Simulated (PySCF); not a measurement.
Spin–spin coupling constants

Molfile (atoms numbered from 1):
```
C4N2
     RDKit          3D

  6  5  0  0  0  0  0  0  0  0999 V2000
   -3.1150   -0.1343    0.3648 N   0  0  0  0  0  0  0  0  0  0  0  0
   -1.9568   -0.0839    0.2760 C   0  0  0  0  0  0  0  0  0  0  0  0
   -0.5905   -0.0243    0.1711 C   0  0  0  0  0  0  0  0  0  0  0  0
    0.6230    0.0289    0.0764 C   0  0  0  0  0  0  0  0  0  0  0  0
    1.9895    0.0877   -0.0283 C   0  0  0  0  0  0  0  0  0  0  0  0
    3.1477    0.1366   -0.1169 N   0  0  0  0  0  0  0  0  0  0  0  0
  1  2  3  0
  2  3  1  0
  3  4  3  0
  4  5  1  0
  5  6  3  0
M  END
```

Couplings: B3LYP/pcJ-1 in PySCF 2.14, geometry PBE0-D3(BJ)/def2-SVP; gas phase, one conformer, non-relativistic. Couplings are averaged over pairs made equivalent by symmetry, fast rotation or ring inversion, so a value needn't be that of the named pair in this geometry, while other rotamers aren't included; one pair stands for each set, and the list holds those of at least 1.5 Hz over up to four bonds.

Isotopes: 13C, 15N.

```csv
pair,bonds,J (Hz)
"N1, C2",1,-21.7
"C2, C3",1,?
"C3, C4",1,268.5
"N1, C3",2,7.0
"C2, C4",2,19.2
"N1, C4",3,?
"C2, C5",3,7.4
"N1, C5",4,1.9
```

**Question.** Estimate the withheld couplings, with signs.

**Answer.** 
- 1J(C2,C3) = 182.8 Hz (bond length 1.372 Å)
- 3J(N1,C4) = -11.9 Hz
